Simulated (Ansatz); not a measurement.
Computed with Ansatz.

A structure relaxed at PBE0-D4/def2-TZVP, charge 0, multiplicity 1:

```xyz
8

N     1.267   -0.858    0.640
C     0.668    0.207    0.338
C    -0.664    0.323   -0.335
F    -1.194   -0.915   -0.603
H     0.708   -1.667    0.357
H     1.140    1.166    0.575
H    -0.563    0.872   -1.278
H    -1.363    0.872    0.307
```

Q: Give its formula and SMILES.

A: C2H4FN, `N=CCF`.

Q: Point group (tolerance 0.08 Å, 0.16 Å for H)?

A: Cs.

Q: Summarise the bond lengths by kind.

A: 1 × C–N 1.259 Å; 1 × H–N 1.023 Å; 1 × C–C 1.497 Å; 3 × C–H 1.095 to 1.096 Å; 1 × C–F 1.373 Å.
